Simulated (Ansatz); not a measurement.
GaC, quartet: stretch scan

Starting geometry (PBE0/def2-TZVP stationary point for this spin):

```yaml
atoms:
  - { symbol: C, position_ang: [0.0000, 0.0000, 0.0000] }
  - { symbol: Ga, position_ang: [0.0000, 0.0000, 2.0016] }
```

From there Ga2 moves along the line of the two atoms named below, all else staying in place; atoms are numbered as listed. Energies are in eV, counted from the starting geometry at the same level.

Basis aug-cc-pVDZ; Ansatz 0.2.0. Only valence electrons are correlated (noble-gas cores and the filled d shells of p-block atoms frozen). Prefix R: restricted or restricted open-shell reference; prefix U: unrestricted. Active spaces: valence = (7e, 8o) chosen from the atoms' valence shells. No spin–orbit coupling is included, and no scalar relativity.

Runs in a small pair space aren't shown, since their orbitals change along the scan. A value is left out where its run failed or describes another state than the reference as far as symmetry and spin tell, or, spin-broken singlets apart, can't be checked.

Full CI is exact within this basis and frozen core; it isn't the basis-set limit. The frozen core follows each run's orbitals, which can shift R against U totals by a few meV for light atoms and by up to 0.1 eV past Ca.

| distance C1-Ga2 (Å) | full CI | curve A | curve B | curve C | curve D |
| --- | --- | --- | --- | --- | --- |
| 1.834 | 0.332 | 0.332 | 0.333 | 0.344 | 0.316 |
| 2.002 | 0.000 | 0.000 | 0.000 | 0.000 | 0.000 |
| 2.248 | 0.122 | 0.127 | 0.124 | 0.127 | 0.162 |
| 2.751 | 1.002 | 1.025 | 1.003 | 1.080 | 1.117 |
| 3.660 | 2.295 | 2.348 | 2.296 | 2.536 | 2.385 |
| 5.405 | 2.829 | 2.808 | 2.835 | 2.865 | – |

(1) The curves come from BCCD(T), CASSCF (valence space), RCCSDT(Q), UMP2. Compare each with full CI and say which is which.

## Answers

(1) A: BCCD(T), B: RCCSDT(Q), C: UMP2, D: CASSCF (valence space). Spread of the error against full CI, over the points where both stand: A 0.075, B 0.006, C 0.241, D 0.131 eV.
